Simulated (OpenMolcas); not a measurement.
How basis sets differ on BNH4 (BH2(NH2))

BNH4 has 6 atoms, charge 0, and is taken as a singlet. As SMILES, `[H]B([H])N`. The coordinates come from a GFN2-xTB relaxation.

Each level gives the dipole moment (D). The values are calculated.

```tsv
level	kind	program	value (D)
B3LYP/STO-3G	global hybrid	OpenMolcas	2.22
B3LYP/6-31G* (spherical functions)	global hybrid	OpenMolcas	2.13
B3LYP/6-31G* (Cartesian functions)	global hybrid	OpenMolcas	2.13
B3LYP/6-311G**	global hybrid	OpenMolcas	2.09
B3LYP/aug-cc-pVDZ	global hybrid	OpenMolcas	1.89
B3LYP/def2-TZVP	global hybrid	OpenMolcas	1.97
```

The values span 1.89 to 2.22 D. Sets without polarisation functions give poor dipoles.
